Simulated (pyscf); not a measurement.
Single points on ωB97X-D3(BJ)/def2-SVP structures (PySCF, gas phase).

Problem. How much does it cost (ΔH, 298 K, ωB97M-D3(BJ)/def2-TZVP) to split `[O]=[Ta]([OH])([F])[Cl]` at its F–Ta bond into [O=Ta(OH)–Cl]• + F•?

Solution. F–Ta to [O=Ta(OH)–Cl]• + F•: 6.38 eV. The 7 functionals that were run give +6.17 (M06-2X) to +6.64 eV (PBE). The radicals are drawn with the spin at the cut bond; how far it spreads was not checked. Other isomers of [O=Ta(OH)–Cl]• were not searched in full and may lie lower. Left out: the spin-orbit lowering of F. Open-shell species with a d-block atom are single-reference here; other states, and whether the spin sits on metal or ligand, were not checked. Elements past Kr carry the def2 core potentials, without spin-orbit coupling.
